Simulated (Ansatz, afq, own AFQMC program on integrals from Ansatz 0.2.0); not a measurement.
# Where AFQMC and coupled cluster stand for AlGeH₄, doublet

```xyz
6

Ge    0.0000    0.0000    0.7847
Al    0.0000    0.0000   -1.8784
H    -1.1260    0.0000   -0.5236
H     1.1260    0.0000   -0.5236
H     0.0000   -1.4027   -2.6096
H     0.0000    1.4027   -2.6096
```

Connectivity, by distances: Ge–AlH2, 2 bridging H.

Basis 6-31G. Noble-gas cores (and the filled d shells of Ga–Kr and In–Xe) are frozen. Ansatz 0.2.0 and our own AFQMC program on the same integrals; the CISD trial comes from CCSD amplitudes, and released means the phaseless constraint is let go. Error bars are statistical, one sigma. No spin–orbit coupling.

Determinant: UHF, the one that the program's search chose, which needn't be the lowest solution. The geometry is a PBE0/def2-TZVP stationary point of this or a neighbouring charge and spin state.

No full CI on the walks' own integrals is used here. The released AFQMC energy serves as the reference, which it does only where one determinant dominates, the energy is flat over the last release times and near the phaseless one (40 meV or 2 meV an electron, half that with transition metals). On small molecules, where full CI could be run and the noise was under 10 meV, such values lay within 10 meV of it in 19 cases of 20, a flattering rate, since the rule was set on those same cases; what remains of the bias isn't in the error bar.

Cautions: no relativity below Rb; no spin-orbit coupling; inner d shell frozen; the released value is read at 2.40 1/Eh (meV from the phaseless value at times in 1/Eh: -0.3 ± 1.4 at 0.24, -1.7 ± 1.3 at 0.51, -2.1 ± 0.8 at 0.99, -2.1 ± 0.7 at 1.62, -3.9 ± 0.9 at 2.40).

```
T1 diagnostic                               : 0.0140
weight of the determinant in the CISD state : 0.909
⟨S²⟩ of the determinant                     : 0.757
size of the correlated space                : 11 electrons in 31 orbitals
```

Reference: AFQMC with the constraint released, correlation energy -3.200 ± 0.0009 eV.

```json
{"level": "HF", "E − E(reference) (kJ/mol)": "308.8 ± 0.09", "share of correlation (%)": "0.00"}
{"level": "MP2", "E − E(reference) (kJ/mol)": "85.3 ± 0.09", "share of correlation (%)": "72.37"}
{"level": "CCSD", "E − E(reference) (kJ/mol)": "8.4 ± 0.09", "share of correlation (%)": "97.29"}
{"level": "CCSD(T)", "E − E(reference) (kJ/mol)": "2.4 ± 0.09", "share of correlation (%)": "99.23"}
{"level": "ph-AFQMC/HF", "E − E(reference) (kJ/mol)": "-0.6 ± 1.3", "share of correlation (%)": "100.21"}
{"level": "ph-AFQMC/CISD", "E − E(reference) (kJ/mol)": "0.4 ± 0.2", "share of correlation (%)": "99.88"}
```

A walk keeps the symmetry of its determinant, which the program's search chose and which needn't be the lowest solution, so a lower state of the same spin and another symmetry isn't excluded. Released energies are given only where the last usable release times agree within the noise; a slower fall can still hide under it.
